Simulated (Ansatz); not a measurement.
# AlH2O radical: a ladder of functionals and wavefunction methods

The task here is to estimate one member of a computed series from the others.

Program: Ansatz 0.2.0, Gaussian basis. Level of theory: functionals in def2-TZVPP, the program's frozen cores in correlated methods. These are calculated values, not measurements.

Levels to be run: LDA (SPW92), PBE-D4, revPBE-D4, BLYP-D4, r2SCAN-D4, B97M-V, PBE0-D4, B3LYP-D4, r2SCANh-D4, r2SCAN0-D4, HSE06-D4, BHLYP-D4, CAM-B3LYP-D4, LC-ωPBE, ωB97X-V, ωB97M-V, B2PLYP, PBE-QIDH; CCSD(T)/def2-SVP; CCSD(T)/def2-TZVPP; CCSD(T)/def2-QZVPP; extrapolation to the limit; RPA on PBE.

## The relaxed structure

The geometry comes from an earlier relaxation with PBE0-D4 in a triple-zeta def2 set; it is a stationary point.

4 atoms, charge 0, spin multiplicity 2.

Atoms are counted from 1 here; the program's logs count them from 0.

Bond lengths: O1–Al2 1.727 Å, Al2–H3 1.578 Å, Al2–H4 1.578 Å. Angles: O1–Al2–H3 115.8°, O1–Al2–H4 115.8°, H3–Al2–H4 128.3°.

The first run:

in.yaml

```yaml
crystal:
  periodic: [false, false, false]
  atoms:
    - {symbol: O, position_ang: [0.062590, -0.856281, 1.401414]}
    - {symbol: Al, position_ang: [0.011258, 0.029944, -0.080399]}
    - {symbol: H, position_ang: [-1.149571, -0.360807, -1.076020]}
    - {symbol: H, position_ang: [1.131123, 1.126844, -0.265295]}
basis:
  gaussian: {orbitals: def2-TZVPP}
magnetization: {spin_polarized: true, initial_magnetization: 1}
hamiltonian: {xc: lda}
output: {orbitals: {seedname: orbitals}}
```

Steps of the session up to this table: LDA; PBE-D4 (GGA); revPBE-D4 (GGA); BLYP-D4 (GGA); r2SCAN-D4 (meta-GGA); B97M-V (meta-GGA); PBE0-D4 (hybrid); B3LYP-D4 (hybrid); r2SCANh-D4 (hybrid); r2SCAN0-D4 (hybrid); HSE06-D4 (hybrid); BHLYP-D4 (hybrid); CAM-B3LYP-D4 (range-separated); LC-ωPBE-D4 (range-separated; the results give it without D4); ωB97X-V (range-separated); ωB97M-V (range-separated); B2PLYP (double hybrid); PBE-QIDH (double hybrid).

One of the session's tables, all rows but one given; the rest of the session is left out.

It belongs to the step «Frontier levels by functional». 

```
  functional  HOMO (eV)  LUMO (eV)  gap (eV)
 LDA (SPW92)      -7.18      -6.50      0.69
      PBE-D4          ?          ?         ?
   revPBE-D4      -7.19      -5.88      1.30
     BLYP-D4      -7.13      -5.98      1.15
   r2SCAN-D4      -7.72      -5.32      2.40
      B97M-V      -7.85      -5.30      2.55
     PBE0-D4      -9.02      -4.22      4.80
    B3LYP-D4      -8.77      -4.80      3.96
  r2SCANh-D4      -8.37      -4.67      3.71
  r2SCAN0-D4      -9.23      -3.68      5.55
    HSE06-D4      -8.62      -4.63      3.99
    BHLYP-D4     -10.25      -2.44      7.82
CAM-B3LYP-D4     -10.44      -3.13      7.31
     LC-ωPBE     -11.79      -1.64     10.15
     ωB97X-V     -11.43      -1.98      9.45
     ωB97M-V     -11.18      -2.02      9.16
```

**Question.** Estimate the row for PBE-D4.

The run gave: HOMO (eV): -7.22; LUMO (eV): -6.02; gap (eV): 1.21. In the column «HOMO (eV)» it lies between r2SCAN-D4 (-7.72) and revPBE-D4 (-7.19).
